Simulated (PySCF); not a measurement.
Gas-phase reaction: Al(OH)₃ + Cl₂ = AlCl₂OH + H₂O₂

Method: PySCF energies (xtb for GFN2) plus ideal-gas RRHO corrections (1 bar). † marks an energy on the PBE0/def2-TZVP geometry and frequencies; other levels use their own. MP2 and CCSD(T) freeze the core. All species are closed-shell singlets. Al(OH)₃, AlCl₂OH: computed as isolated molecules; such fragments, hydroxides, amides, oligomers or adducts are transient or little studied in the gas. MP2 isn't extrapolated to the basis-set limit. CCSD(T) isn't extrapolated to the basis-set limit. Warning, point group unlike the PBE0 one: AlCl₂OH, H₂O₂ (GFN2-xTB).

MP2/def2-TZVPP† gives ΔH°(298 K) = 128 kJ.

### Question
What do GFN2-xTB, PBE/def2-SVP, CCSD(T)/def2-SVP† give?

### Answer
GFN2-xTB: 137 kJ; PBE/def2-SVP: 71 kJ; CCSD(T)/def2-SVP†: 76 kJ. For scale, ΔH°(298 K) is 128 kJ at this level, 116 kJ at ωB97M-V/def2-TZVP†, and runs from 68 to 137 kJ over the 20 levels computed.
